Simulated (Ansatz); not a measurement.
Ansatz (a quantum-chemistry and plane-wave program) input file for fluorine (F₂), SMILES FF, r2SCAN-D4/def2-TZVPD. 

Ansatz 0.2 input:
```yaml
crystal:
  periodic: [false, false, false]
  atoms:
    - {symbol: F, position_ang: [0.00000000, 0.00000000, -0.70167769]}
    - {symbol: F, position_ang: [0.00000000, 0.00000000, 0.70167769]}
basis:
  gaussian:
    orbitals: def2-TZVPD
hamiltonian:
  xc: r2scan
  dispersion: d4
relax: {f_tol: 0.002, max_steps: 200}
```

Output:

```
Functional definition: r2SCAN
integrals: 0.01 GiB planned
394 factors; their error is unknown
mean field: 0.14 GiB planned
mean field evaluation 1: about -5428.9492 eV, gradient 1.5e1 eV
mean field evaluation 2: about -5429.0797 eV, gradient 9.4e0 eV
mean field evaluation 4: about -5429.1806 eV, gradient 5.1e-1 eV
mean field evaluation 8: about -5429.1740 eV, gradient 2.6e-3 eV
mean field -5429.17396617 eV, -199.5184632303 hartree, gradient 1.3e-5 eV, S^2 0.000000; 0 other end points of the search recorded, 0 dependent functions left out
the calculation of the forces begins
reference -5429.17397986 eV, -199.5184637334 hartree; 9, 9 occupied and 71, 71 virtual orbitals, 394 factors
relax step   1: F+E_penalty+E_count = -5429.17518528 eV  Δ(F+E_penalty+E_count) = +0.000e0 eV  max|allowed force component| = 1.911e-1 eV/Å  Δτ_max = 0.0000 Å  (24 SCF iters, accepted)
these checks for a lower state are left out or cut short: starts, cluster_reference, orbital_swaps, neighbouring_geometries, increment
integrals: 0.01 GiB planned
394 factors; their error is unknown
mean field: 0.14 GiB planned
mean field evaluation 16: about -5429.1814 eV, gradient 1.5e-4 eV
mean field -5429.17438027 eV, -199.5184784483 hartree, gradient 6.7e-6 eV, S^2 0.000000; 0 other end points of the search recorded, 0 dependent functions left out
the calculation of the forces begins
reference -5429.17439397 eV, -199.5184789517 hartree; 9, 9 occupied and 71, 71 virtual orbitals, 394 factors
relax step   2: F+E_penalty+E_count = -5429.17559940 eV  Δ(F+E_penalty+E_count) = -4.141e-4 eV  max|allowed force component| = 7.433e-2 eV/Å  Δτ_max = 0.0016 Å  (29 SCF iters, accepted)
these checks for a lower state are left out or cut short: starts, cluster_reference, orbital_swaps, neighbouring_geometries, increment
integrals: 0.01 GiB planned
394 factors; their error is unknown
mean field: 0.14 GiB planned
mean field -5429.17445303 eV, -199.5184811221 hartree, gradient 6.7e-6 eV, S^2 0.000000; 0 other end points of the search recorded, 0 dependent functions left out
the calculation of the forces begins
reference -5429.17446673 eV, -199.5184816256 hartree; 9, 9 occupied and 71, 71 virtual orbitals, 394 factors
relax step   3: F+E_penalty+E_count = -5429.17567216 eV  Δ(F+E_penalty+E_count) = -7.277e-5 eV  max|allowed force component| = 8.105e-4 eV/Å  Δτ_max = 0.0010 Å  (30 SCF iters, accepted)
integrals: 0.01 GiB planned
394 factors; their error is unknown
mean field: 0.14 GiB planned
mean field evaluation 32: about -5429.1814 eV, gradient 4.8e-5 eV
mean field -5429.17445303 eV, -199.5184811221 hartree, gradient 6.7e-6 eV, S^2 0.000000; 1 other end points of the search recorded, 0 dependent functions left out
the calculation of the forces begins
reference -5429.17446673 eV, -199.5184816256 hartree; 9, 9 occupied and 71, 71 virtual orbitals, 394 factors
Total energy: -5429.17568587 eV, -199.5185264281 hartree
Atom 0 at    -0.000000    -0.000000    -0.699132 Å, force     0.000000    -0.000000    -0.000810 eV/Å
Atom 1 at     0.000000     0.000000     0.699132 Å, force    -0.000000     0.000000     0.000810 eV/Å
Dipole moment:    -0.000000    -0.000000     0.000000 e Å
```

The run converged.
